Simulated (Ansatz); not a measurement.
# LiS+ (triplet): from Hartree-Fock to the top rungs at distance S1–Li2 = 3.871 Å, cc-pVDZ

How much of the correlation energy of LiS+ (triplet) does each wave-function method recover here?

Computed with Ansatz 0.2.0, Gaussian basis. Level: cc-pVDZ, core rule «outside noble gas», up to 6 orbitals frozen.

To be run: UHF; CCSD(T) on ROHF; CCSD(T) on UHF; BCCD(T) on ROHF; CISD as a restricted active space (open shells left free, so some higher excitations enter); CCSDT(Q) on ROHF; CCSDT(Q) on UHF; CASSCF and MRCISD+Q, 4 electrons in 4 orbitals; CASSCF and NEVPT2, 4 electrons in 4 orbitals; Full CI.

63 further runs of the same task are left out: 43 for a known fault of the program, 18 that didn't finish, 2 set aside as unsound or not needed. Runs told in other sessions of the task aren't counted.

## 1. The system

The geometry derives from a PBE0/def2-TZVP stationary point (not a proven minimum). One bond is set to the value named and the two fragments are kept rigid.

2 atoms, charge 1, spin multiplicity 3.

Atoms are counted from 1 here; the program's logs count them from 0.

No contacts short enough for the rule that draws bonds.

## 2. UHF

in.yaml

```yaml
crystal:
  periodic: [false, false, false]
  atoms:
    - {symbol: S, position_ang: [0.000000, 0.000000, 0.000000]}
    - {symbol: Li, position_ang: [0.000000, 0.000000, 3.871000]}
basis:
  gaussian: {orbitals: cc-pVDZ}
total_charge: 1
magnetization: {spin_polarized: true, initial_magnetization: 2}
hamiltonian: {xc: hf}
output: {orbitals: {seedname: orbitals}}
```

On the command line:

```
> ansatz run in.yaml --threads 1 --pin off --events-out ev --progress --plain --max-ram 2393MiB
```

Further steps of the session: CCSD(T) on ROHF; CCSD(T) on UHF; BCCD(T) on ROHF; CISD as a restricted active space (open shells left free, so some higher excitations enter); CCSDT(Q) on ROHF; CCSDT(Q) on UHF; CASSCF and MRCISD+Q, 4 electrons in 4 orbitals; CASSCF and NEVPT2, 4 electrons in 4 orbitals; Full CI.

Before running them: what should the planned runs give, taken together? Wanted: FCI from the RHF energy; RMP2 from FCI; UMP2 from FCI; RCCSD from FCI; RCCSD(T) from FCI; UCCSD(T) from FCI; RCCSDT(Q) from FCI; UCCSDT(Q) from FCI; NEVPT2 pair from FCI.

The runs gave:

```
                         quantity                                                                             value
          FCI from the ROHF energy                                                                        -2.9821 eV
                    RMP2 from FCI                                                                      +52.7 kJ/mol
                    UMP2 from FCI                                                                      +54.3 kJ/mol
                   RCCSD from FCI                                                                       +4.9 kJ/mol
                RCCSD(T) from FCI                                                                       +1.2 kJ/mol
                UCCSD(T) from FCI                                                                       +1.1 kJ/mol
               RCCSDT(Q) from FCI                                                                        0.0 kJ/mol
               UCCSDT(Q) from FCI                                                                        0.0 kJ/mol
             NEVPT2 pair from FCI                                                                      +45.8 kJ/mol
           MRCISD+Q pair from FCI                                                                       -1.9 kJ/mol
levels within 1 kcal/mol (43 meV)  RCCSD(T), UCCSD(T), BCCD(T), RCCSDT, UCCSDT, RCCSDT(Q), UCCSDT(Q), MRCISD+Q pair
                    T1 diagnostic                                                                             0.017
   effectively unpaired electrons                                                                              2.02
```

What this shows: RCCSD(T) lands +1.2 kJ/mol from the yardstick (0.4 % of the correlation energy). MRCISD+Q pair falls below full CI: the +Q correction isn't variational, and the cores differ from full CI's. One determinant dominates. Of the multireference levels listed MRCISD+Q pair comes nearest in total energy (-1.9 kJ/mol), which doesn't show that its space is the better one. These misses are within one basis, not against nature; the frozen cores of restricted and unrestricted runs differ, which can shift their rows.

Levels on UHF freeze UHF's core orbitals, full CI those of ROHF, so the U rows can settle a little off it for that reason alone.

With open shells the CI space here admits some higher excitations, so it is larger than plain CISD.
